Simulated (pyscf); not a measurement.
PySCF, gas phase, ωB97X-D3(BJ)/def2-SVP geometries.

**Question.** Estimate by transition-state theory the rate constant of O=SiH–O–SiH₃ (SMILES O=[SiH]O[SiH3]) + H₂ (SMILES [H][H]) → HO–SiH: (SMILES O[SiH]) [singlet] + HO–SiH₃ (SMILES O[SiH3]) (singlet surface; O–Si, H–H broken, H–O, H–O formed) at 1200 K, with ωB97M-D3(BJ)/def2-TZVP energies (ideal gas, 1 atm, RRHO with modes under 100 cm⁻¹ raised to 100, one conformer, R ln 2 for chiral ones without a mode under 150 cm⁻¹; no tunnelling).

**Answer.** The electronic barrier is 85.6 kcal/mol and the thermal terms add +35.5, so ΔG‡ = 121.1 kcal/mol. With k_BT/h = 2.50e+13 s⁻¹ and RT = 2.385 kcal/mol, and a volume of 1.64e-19 cm³ per molecule at 1 atm, k = 3.6e-28 cm³ molecule⁻¹ s⁻¹. Wigner's tunnelling factor for 1368i cm⁻¹ would be 1.11. A shift of 1 kcal/mol in the barrier changes k by a factor 1.5. On the product side the descent ends in an adduct with a O–Si contact (not fully relaxed), 11.0 kcal/mol under the separated species and 68.3 kcal/mol under the saddle at ωB97X-D3(BJ)/def2-TZVP. What is counted as broken (O–Si) persists as a longer contact in the product adduct; parting that adduct is a step of its own. At ωB97X-D3(BJ)/def2-TZVP the barrier from the zero used here is 90.2 kcal/mol. O=SiH–O–SiH₃ lies 9.9 kcal/mol over its isomer HO–Si:–O–SiH₃ [singlet] (electronic energy, ωB97M-D3(BJ)/def2-TZVP). One saddle was located; it need not be the lowest between these sides. A restricted solution here is unstable towards spin polarisation, so biradical character is likely and single-reference numbers are less safe.
